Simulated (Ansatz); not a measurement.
Species: C4H4S, SMILES `c1ccsc1` with one electron removed (charge 1, multiplicity 2).

Problem. Give a relaxed geometry from PBE0-D4/def2-TZVP (Ansatz, a quantum-chemistry and plane-wave program).

Solution. the end point of this relaxation (outside a Z-matrix the atoms follow the SMILES, hydrogens last).
Bond lengths (Å): C1–C2 1.368, C1–C5 1.417, C1–H6 1.082, C2–C3 1.417, C2–H7 1.082, C3–S4 1.705, C3–H8 1.084, S4–C5 1.705, C5–H9 1.084. Angles (°): C2–C1–C5 111.7, C2–C1–H6 125.7, C5–C1–H6 122.7, C1–C2–C3 111.7, C1–C2–H7 125.7, C3–C2–H7 122.7, C2–C3–S4 113.2, C2–C3–H8 126.4, S4–C3–H8 120.4, C3–S4–C5 90.2, C1–C5–S4 113.2, C1–C5–H9 126.4, S4–C5–H9 120.4.
